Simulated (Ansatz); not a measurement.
Four-centre ligand exchange

Start structure (SiH$_{5}$SF, singlet), relaxed at PBE0-D4/def2-TZVP:

Si1  (-0.539, 0.383, -1.185)
F2  (1.052, 0.269, -1.009)
H3  (-1.126, -0.974, -1.111)
H4  (-1.073, 1.261, -0.120)
H5  (-0.787, 0.983, -2.518)
H6  (1.440, -0.949, 1.234)
S7  (0.429, -1.103, 2.104)
H8  (0.603, 0.129, 2.605)
(Å)

The step: SiH₃F ([F][SiH3]) + H₂S → SiH₄S ([SiH3][SH]) + HF; bonds formed: Si1–S7, F2–H6; bonds broken: Si1–F2, H6–S7. Ansatz 0.2.0; basis: def2-TZVPP and def2-QZVPP; cores frozen in the correlated methods. Extrapolation: Hartree–Fock as exp(−7.88 √X), correlation as X^−2.97. Energies below are by CCSD(T) at an estimated basis limit (MP2 extrapolated from triple and quadruple zeta, plus CCSD(T) − MP2 in triple zeta).

Q: What are the electronic barrier and the energy of the step, from the start structure to the end structure? (Judge from chemistry; the value comes from the calculation.)

A: Computed: Barrier 45.70 kcal/mol; step energy 14.17 kcal/mol (uphill); reverse barrier, their difference, 31.53 kcal/mol. Barrier and step energy count from the start structure, the reverse barrier from the end structure.

The saddle point: One imaginary mode of 812i cm⁻¹.
| pair | start (Å) | saddle (Å) | end (Å) |
| --- | --- | --- | --- |
| Si1–S7 | 3.74 | 2.42 | 2.16 |
| F2–H6 | 2.58 | 1.27 | 0.94 |
| Si1–F2 | 1.61 | 1.91 | 3.70 |
| H6–S7 | 1.34 | 1.52 | 2.21 |

Zero-point energy (harmonic, PBE0-D4): ZPE is 27.57 kcal/mol at the start and 26.89 kcal/mol at the saddle, so the barrier goes from 45.70 to 45.02 kcal/mol.

No T1 diagnostic of these runs exceeds 0.013.

Labels in which every atom is bracketed show which atoms are joined, not bond orders.

For scale, one of the runs: CCSD(T)/def2-TZVPP, 185 basis functions, launched by `ansatz run in.yaml --threads 2 --pin off --events-out ev --progress --plain --max-ram 4352MiB`. The run took 41 s on 2 CPU threads of an Arm Neoverse V1 (shared host), with 1.8 GiB of host memory at its peak.
